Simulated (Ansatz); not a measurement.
`OC=C(F)F` + H₂O → `O/C=C(\O)F` + H–F at 500 K and 1 bar (formal hydrolysis of a C–F bond).

Gas-phase electronic energies from Ansatz, PBE0-D4/def2-TZVP geometries. CCSD(T)/CBS is the MP2 limit (def2-TZVPP, def2-QZVPP) plus CCSD(T) − MP2 in def2-TZVPP, frozen cores. This one scheme is used for every species. One conformer a species, not always the lowest.

```
     species  CCSD(T)/CBS energy (Eh)  H − E (kJ/mol)  S (J/(mol·K))
  `OC=C(F)F`               -352.00832           143.1          346.0
         H₂O                -76.37941            73.2          206.3
`O/C=C(\O)F`               -328.00386           178.3          349.2
         H–F               -100.39570            39.4          188.7
```

H − E and S are ideal-gas, rigid-rotor, harmonic terms from PBE0-D4/def2-TZVP, for one conformer and one mirror image of each species. 1 Eh = 2625.50 kJ/mol, R = 8.31446 J/(mol·K).

Question: By hand: ΔE, ΔH, ΔS and ΔG.

Answer: ΔE = (-328.00386) + (-100.39570) − (-352.00832) − (-76.37941) = -0.01183 Eh = -31.1 kJ/mol. Δ(H − E) = 178.3 + 39.4 − 143.1 − 73.2 = 1.4, so ΔH = -29.7 kJ/mol. ΔS = 349.2 + 188.7 − 346.0 − 206.3 = -14.4 J/(mol·K). ΔG = -29.7 − 500 × (-14.4)/1000 = -22.5 kJ/mol.

Question: By hand: the equilibrium constant, and the temperature at which ΔG would vanish if ΔH and ΔS stayed fixed.

Answer: log₁₀ K = −ΔG/(RT ln 10) = 2.4. ΔG = 0 at ΔH/ΔS = 2062 K, though so small a ΔS makes that figure unsure.

The number of gas molecules stays the same, so ΔS is small and ΔH decides. A doubt of 5 kJ/mol in ΔE shifts log₁₀ K by 0.5 here. Other conformers and mirror images would add mixing entropy, several J/(mol·K) or more a flexible species. These are equilibria of isolated gas molecules and say nothing of rates. Largest T1 diagnostic: 0.012 (customary marks: 0.02 for closed shells, 0.045 for open ones).
